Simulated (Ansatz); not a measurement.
Relaxation of H7Si2 (9 atoms, charge 0, multiplicity 2), to a largest force component of 0.03 eV/Å in at most 50 steps.

Level of theory: UKS PBE0-D4/6-31G* (Ansatz 0.2.0).

```xyz
9
Properties=species:S:1:pos:R:3
Si 0.001 0.000 -0.419
H 0.000 0.000 2.247
H 1.420 0.000 -0.871
H -0.709 1.229 -0.870
H -0.709 -1.229 -0.871
Si 0.000 0.000 3.722
H -0.758 -1.180 4.219
H 1.401 -0.066 4.218
H -0.643 1.246 4.219
```

**Question.** Where does it end, and by what steps?

**Answer.** The run converged. The force dipped under the threshold on the way, but the program's further checks kept it going. After 4 steps the energy has fallen by 0.040 eV; H3 moved furthest, 0.38 Å.

```
step  energy less start (eV)  largest force component (eV/Å)  accepted
   0                  0.0000                           0.464       yes
   1                 -0.0326                           0.033       yes
   2                 -0.0385                           0.029       yes
   3                 -0.0401                           0.010       yes
   4                 -0.0403                           0.003       yes
```

```xyz
9
Properties=species:S:1:pos:R:3
Si 0.001 0.000 -0.796
H -0.001 0.000 2.541
H 1.419 0.000 -1.254
H -0.709 1.228 -1.253
H -0.708 -1.228 -1.253
Si 0.000 0.000 4.030
H -0.758 -1.180 4.527
H 1.401 -0.066 4.526
H -0.643 1.247 4.527
```

Whether the end is a true minimum wasn't checked by a vibrational analysis.

Time of the run: 15 s on 1 thread of Arm Neoverse V1, on a shared host, peak memory 0.13 GiB.
